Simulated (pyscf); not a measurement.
A first-order saddle from PySCF, ωB97X-D3(BJ)/def2-SVP:

```xyz
6

Ge    -0.2774     1.2879     0.3947
Cl     1.0515     0.2860    -1.7735
H      0.9564     0.9555     1.3646
O     -0.7305    -0.5453     0.1682
H      0.1488    -0.4712    -1.0334
H     -0.2768    -1.1319     0.7884
```

Surface: singlet, charge 0. Lowest wavenumbers (cm⁻¹): 339i, 178, 415, 476, 555.

Which two sides does it connect, and which bonds change?

Cl–GeH: [singlet] + H₂O ⇌ HO–GeH: [singlet] + HCl, a four-centre exchange read from left to right: Cl–Ge, H–O broken and Ge–O, Cl–H formed. At CCSD(T)/def2-TZVPP + ΔMP2(QZVPP) it lies +8.0 kcal/mol from the left side and -0.7 kcal/mol from the right (each side as separated species at their lowest minima found). On the reactant side the descent ends in a bound adduct, 16.5 kcal/mol under the separated species and 22.6 kcal/mol under the saddle at ωB97X-D3(BJ)/def2-TZVP. On the product side the descent ends in a complex, 5.8 kcal/mol under the separated species and 1.9 kcal/mol under the saddle at ωB97X-D3(BJ)/def2-TZVP. At CCSD(T) the saddle lies under the separated products, which points to a path from their complex (located at ωB97X-D3(BJ) alone), and parting the products costs more than the saddle. One saddle was located; it need not be the lowest between these sides. The CCSD(T) − MP2 part came from Ansatz, without density fitting, on the same reference. The frozen core leaves the outer d or s,p core shells of the metals and heavy elements correlated in the MP2 and CC values, and def2-TZVPP describes them poorly, which can shift differences by a few kcal/mol. Elements up to Kr have no core potential and no relativistic terms here.
